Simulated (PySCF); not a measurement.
Species: C2H5OS (charge -1).
SMILES: `OCC[S-]`

Torsions of this conformer, `[OH:1][CH2:2][CH2:3][S-:4]`: O1–C2–C3–S4 -49°, H–O1–C2–C3 34°.

The closed-shell ground state was solved at several levels (PySCF, density fitting, gas phase, non-relativistic). One conformer (not necessarily the lowest) at the PBE0-D3(BJ)/def2-SVP geometry, without solvent, vibrations or thermal averaging. Where the HOMO energy is positive, the finite basis confines the outermost electrons. No diffuse functions stand in pcSseg-1 and pcSseg-2, which bears on an anion's orbital energies.

```csv
level,basis functions,HOMO (eV),LUMO (eV),gap (eV)
B3LYP/def2-SVPD,130,-0.23,4.29,4.52
PBE0/pcSseg-1,100,0.08,5.95,5.87
```

Q: What might wB97X-D/pcSseg-2 (221 basis functions) give for the same quantities?

A: HOMO -2.09 eV, LUMO 6.23 eV, gap 8.32 eV.

Q: Over all these levels, which gives the widest orbital gap and which the narrowest?

A: wB97X-D/pcSseg-2 (range-separated hybrid) has the widest, 8.32 eV, and B3LYP/def2-SVPD (global hybrid, 20 % exact exchange) the narrowest, 4.52 eV. Functional and basis both differ between the two, so the spread mixes both effects.
